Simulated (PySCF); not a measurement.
Molecule: SMILES [O-]/C=C/Cl, [C2H2ClO]-.

Cartesian coordinates in Å; atom numbers follow the order of the lines, from 1:
```xyz
6

O    -0.7539    0.3804   -0.4281
C     0.3388   -0.2121   -0.5635
C     1.6133    0.3241   -0.6316
Cl    3.0407   -0.7175   -0.8337
H     0.3596   -1.3466   -0.6492
H     1.8484    1.3888   -0.5798
```

Total charge -1.

Geometry PBE0-D3(BJ)/def2-SVP throughout; GIAO in PySCF 2.14.0 with density-fitted response routines, gas phase, one conformer, non-relativistic; equivalent atoms averaged; basis pcSseg-2.

Q: How do the absolute shieldings σ depend on the functional? (ppm; last column core-seconds on shared hosts with different chips, so compare them loosely; the GGAs took longer than the global hybrids here, which isn't the general rule, and the cause wasn't traced)

A: 
| functional | kind | O1 | C2 | C3 | Cl4 | H5 | H6 | core-s |
| --- | --- | --- | --- | --- | --- | --- | --- | --- |
| HF | Hartree–Fock | 76.2 | 9.2 | 110.6 | 991.9 | 23.57 | 27.29 | 3.2 |
| LDA | LDA | 8.9 | 4.2 | 96.7 | 899.8 | 21.62 | 26.31 | 8 |
| PBE | GGA | 14.5 | 9.1 | 99.4 | 903.8 | 22.16 | 26.80 | 10 |
| BLYP | GGA | 11.6 | 3.5 | 93.7 | 895.0 | 22.33 | 26.91 | 9.5 |
| BP86 | GGA | 18.1 | 9.0 | 99.0 | 903.9 | 22.26 | 26.87 | 9.5 |
| OPBE | GGA | 27.2 | 21.0 | 107.0 | 914.9 | 22.39 | 26.98 | 10 |
| KT2 | GGA | 34.0 | 19.5 | 106.9 | 922.5 | 22.36 | 26.63 | 10 |
| KT3 | GGA | 34.6 | 20.8 | 105.7 | 918.1 | 22.65 | 26.91 | 11 |
| B97-D | GGA | 27.8 | 13.0 | 99.7 | 907.0 | 22.51 | 26.99 | 9.3 |
| B3LYP | global hybrid | 22.8 | 3.1 | 95.8 | 916.8 | 22.61 | 26.95 | 6.9 |
| PBE0 | global hybrid | 28.3 | 8.5 | 102.0 | 929.9 | 22.56 | 26.89 | 7 |
| mPW1PW91 | global hybrid | 28.2 | 7.7 | 100.8 | 928.8 | 22.66 | 26.98 | 7.1 |
| WP04 | global hybrid | 28.6 | -1.7 | 81.5 | 897.0 | 23.55 | 27.52 | 8.1 |
| B97-2 | global hybrid | 34.4 | 11.6 | 102.3 | 928.2 | 22.73 | 27.02 | 8.5 |
| BHandHLYP | global hybrid | 41.6 | 3.6 | 100.0 | 946.8 | 23.00 | 27.02 | 7.7 |
| CAM-B3LYP | range-separated hybrid | 33.0 | 0.7 | 98.3 | 931.7 | 22.60 | 26.92 | 11 |
| wB97X-D | range-separated hybrid | 35.3 | 5.6 | 101.2 | 935.5 | 22.70 | 27.03 | 10 |
| LC-wPBE | range-separated hybrid | 44.4 | 2.4 | 104.7 | 948.2 | 22.71 | 27.19 | 15 |

Q: Which nucleus moves most, in ppm?

A: Cl4 (chlorine bonded to C): from 895.0 ppm with BLYP to 991.9 ppm with HF. The smallest spread is 1.21 ppm, at H6. Proton shifts span only some 12 ppm, so a few tenths of a ppm matter as much there as several ppm in carbon.
